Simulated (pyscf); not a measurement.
Single points on ωB97X-D3(BJ)/def2-SVP structures (PySCF, gas phase).

Task: Estimate the classical barrier height and the reaction energy of disilane (H₃Si–SiH₃) + trifluoromethyl (F–C•(F)–F) → F–C(F)(F)–SiH₃ + silyl (SiH₃•) at ωB97M-D3(BJ)/def2-TZVP. The step runs on the doublet surface, breaks Si–Si and forms C–Si; take the separated reactants as zero.

Result: ΔE‡ = 6.5 kcal/mol, ΔE = -8.7 kcal/mol. Zero-point energy shifts the barrier by 0.0 kcal/mol. It is a substitution at Si, with an imaginary mode of 597i cm⁻¹. This is the saddle that the search found; another between the same sides may lie lower. The angle at the attacked Si is 180°.
